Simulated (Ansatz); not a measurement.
System: PH2, charge 0, doublet. PH2 (SMILES [PH2], doublet).
B3LYP-D3(BJ)/def2-TZVP minimum from Ansatz (a first-principles code):
```xyz
3

P      0.0052    -0.0015     0.1165
H     -0.0501     1.0329    -0.8596
H     -0.0274    -1.0099    -0.8876
```
Charge 0, spin multiplicity 2.

Total energies in aug-cc-pV(D+d)Z, 7 correlated electrons, 5 frozen orbitals. UHF or UKS for unpaired electrons; spin-orbit terms are left out. Cores are frozen in correlated methods. No relativity.

| method | program | energy (Eh) | minus CCSDTQ (mEh) |
|---|---|---|---|
| HF | Ansatz | -341.87796 | 146.10 |
| MP2 | Ansatz | -341.99157 | 32.49 |
| CCSD | Ansatz | -342.01926 | 4.80 |
| CCSD(T) | Ansatz | -342.02309 | 0.97 |
| CCSDT(Q) | Ansatz | -342.02404 | 0.02 |
| CCSDTQ | Ansatz | -342.02406 | 0.00 |

Rough core times of Ansatz's runs on a shared machine: CCSD(T) under 20 s, CCSDT(Q) 40 s, CCSDTQ 10 min.
